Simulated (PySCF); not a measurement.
## How the method moves the HOMO and LUMO of ethylamine

Species: ethylamine, C2H7N.
SMILES with atom numbers: `[CH3:1][CH2:2][NH2:3]` (hydrogens: H4, H5, H6 on C1; H7, H8 on C2; H9, H10 on N3)

Cartesian coordinates in Å at the PBE0-D3(BJ)/def2-SVP level; atoms count from 1:
```xyz
10
C2H7N angstrom
C      1.071    0.411   -0.049
C     -0.122   -0.522   -0.126
N     -1.365    0.223   -0.050
H      2.019   -0.138   -0.155
H      1.014    1.173   -0.841
H      1.101    0.938    0.920
H     -0.014   -1.309    0.653
H     -0.101   -1.053   -1.093
H     -2.163   -0.405   -0.112
H     -1.439    0.683    0.856
```

Basis pcSseg-2 throughout (PySCF), one geometry. Geometry: PBE0-D3(BJ)/def2-SVP, one conformer, isolated molecule.

Question: How do the orbital energies, the gap and the dipole change with the method?

Answer: 
| method | kind | HOMO (eV) | LUMO (eV) | gap (eV) | μ (D) | SCF cycles |
| --- | --- | --- | --- | --- | --- | --- |
| BLYP | GGA | -5.31 | -0.16 | 5.15 | 1.27 | 14 |
| OPBE | GGA | -5.35 | -0.04 | 5.31 | 1.23 | 14 |
| PBE | GGA | -5.39 | -0.13 | 5.26 | 1.27 | 13 |
| B97-D | GGA | -5.42 | 0.01 | 5.42 | 1.26 | 13 |
| LDA | LDA | -5.48 | -0.20 | 5.28 | 1.32 | 13 |
| BP86 | GGA | -5.50 | 0.03 | 5.54 | 1.27 | 13 |
| KT2 | GGA | -5.54 | -0.08 | 5.46 | 1.23 | 14 |
| KT3 | GGA | -5.56 | -0.31 | 5.25 | 1.21 | 14 |
| B97-2 | global hybrid | -6.61 | 0.63 | 7.24 | 1.29 | 12 |
| B3LYP | global hybrid | -6.65 | 0.27 | 6.92 | 1.31 | 12 |
| PBE0 | global hybrid | -6.87 | 0.60 | 7.47 | 1.31 | 12 |
| mPW1PW91 | global hybrid | -6.91 | 0.57 | 7.48 | 1.31 | 12 |
| BHandHLYP | global hybrid | -8.31 | 1.09 | 9.40 | 1.34 | 12 |
| CAM-B3LYP | range-separated hybrid | -8.34 | 1.24 | 9.59 | 1.35 | 12 |
| wB97X-D | range-separated hybrid | -8.80 | 2.31 | 11.11 | 1.34 | 13 |
| LC-wPBE | range-separated hybrid | -9.72 | 2.41 | 12.13 | 1.37 | 13 |
| HF | Hartree–Fock | -10.58 | 2.71 | 13.29 | 1.38 | 10 |

The HOMO spans 5.27 eV, from BLYP down to HF, and the gap runs from 5.15 eV (BLYP) to 13.29 eV (HF). Over the methods BLYP (0 %), OPBE (0 %), PBE (0 %), B97-D (0 %), LDA (0 %), BP86 (0 %), KT2 (0 %), KT3 (0 %), B97-2 (21 %), B3LYP (20 %), PBE0 (25 %), mPW1PW91 (25 %), BHandHLYP (50 %), HF (100 %), a straight line through the gap against the share of exact exchange rises by 0.80 eV for each 10 % (correlation coefficient 0.999). The dipole ranges from 1.21 D (KT3) to 1.38 D (HF). This basis has no diffuse functions.

The vertical ΔSCF ionisation energy at B3LYP/def2-SVPD is 9.49 eV; −ε(HOMO) comes closest to it with LC-wPBE (9.72 eV).
